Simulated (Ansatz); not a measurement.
Species: sum formula HOCl (charge +1, doublet). 
Coordinates optimised at B3LYP-D3(BJ)/def2-TZVP (Ansatz, a quantum-chemistry and plane-wave program):
```xyz
3

O      0.0202     1.0198     0.0365
H     -0.9186     1.3475     0.0320
Cl     0.0445    -0.5592    -0.0191
```
Charge +1, spin multiplicity 2.

Basis-set convergence of Hartree-Fock and CCSD correlation energies (hartree) with Ansatz. Correlated levels leave the core frozen unless marked. Open shells are spin-unrestricted. No spin-orbit coupling. Non-relativistic.

```json
[
 {"basis": "def2-SVPD", "functions": "58", "E(HF)": "-534.27810", "E(corr, CCSD)": "-0.35296"},
 {"basis": "def2-TZVPPD", "functions": "108", "E(HF)": "-534.53799", "E(corr, CCSD)": "-0.43633"},
 {"basis": "def2-QZVPPD", "functions": "178", "E(HF)": "-534.55427", "E(corr, CCSD)": "-0.46620"}
]
```

Extrapolating the two largest sets (X = 3 and 4) as X^-3: E(corr) = (64·(-0.46620) - 27·(-0.43633))/37 = -0.4880 Eh, an estimate of the basis-set limit. The largest set recovers 95.5 % of it, the smallest 72.3 %.
